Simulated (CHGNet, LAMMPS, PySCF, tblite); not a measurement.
# How well does each level of theory give the cohesive energy of diamond-structure Si?

Reference value: 4.68 ± 0.08 eV/atom (measured, from 0 K enthalpies of formation; zero-point vibration energy (9/8 kB θD) added; as tabulated in Csonka et al. (2009), arXiv:0903.4037).

```json
[
 {"level (code)": "Stillinger–Weber Si.sw (LAMMPS)", "value (eV/atom)": "4.34", "cell (Å³/atom)": "20.02", "error (eV/atom)": "-0.34"},
 {"level (code)": "GFN2-xTB (tblite)", "value (eV/atom)": "3.78", "cell (Å³/atom)": "19.57", "error (eV/atom)": "-0.90"},
 {"level (code)": "IPEA1-xTB (tblite)", "value (eV/atom)": "7.47", "cell (Å³/atom)": "20.75", "error (eV/atom)": "+2.79"},
 {"level (code)": "CHGNet-r²SCAN", "value (eV/atom)": "4.59", "cell (Å³/atom)": "20.14", "error (eV/atom)": "-0.09"},
 {"level (code)": "PBE (PySCF)", "value (eV/atom)": "4.49 ± 0.07", "cell (Å³/atom)": "20.59", "error (eV/atom)": "-0.19"},
 {"level (code)": "PBE0 (PySCF)", "value (eV/atom)": "4.51 ± 0.07", "cell (Å³/atom)": "20.14", "error (eV/atom)": "-0.17"},
 {"level (code)": "Hartree–Fock (PySCF)", "value (eV/atom)": "3.11 ± 0.1", "cell (Å³/atom)": "20.87", "error (eV/atom)": "-1.57"},
 {"level (code)": "MP2 (PySCF)", "value (eV/atom)": "5.17 ± 0.1", "cell (Å³/atom)": "19.72", "error (eV/atom)": "+0.49"}
]
```

Leaving aside GFN2-xTB (doubt noted below), IPEA1-xTB (doubt noted below), CHGNet-r²SCAN (doubt noted below): Once the reference is moved by up to 0.08 eV/atom (a margin picked here for doubts on the reference and the settings) and values within 0.03 eV/atom count as equal, the nearest can be PBE0 (-0.17 eV/atom) or PBE (-0.19 eV/atom). Farthest off among them: Hartree–Fock (-1.57 eV/atom).

Published values of wave-function and many-body methods: 4.15 eV/atom (published CCSD value, static lattice, TZVP, extrapolated in k, at the 300 K lattice constant; McClain et al. (2017), arXiv:1701.04832).

A ± on a computed value is a rough bar: the spread of its extrapolation, a floor set from checks against published values, or a statistical error. GFN2-xTB, IPEA1-xTB: the free atoms are run in the same model without spin. GFN2-xTB: the method was fitted mainly to molecules. GFN2-xTB, IPEA1-xTB: the run uses a supercell at the zone centre in place of a k mesh. IPEA1-xTB: this parameter set was refitted to ionisation energies, not structures. CHGNet-r²SCAN: free atoms can lie outside what these potentials were trained on. Each level is taken at its own relaxed cell.

Empirical potentials (Stillinger–Weber Si.sw) are fitted to chosen data: where that held the value shown, agreement is built in, and what lay outside the fit can be far off. Machine-learned potentials (CHGNet-r²SCAN) are trained on DFT data: a solid inside that data is no test of them.

Differences are worked out from the printed values.
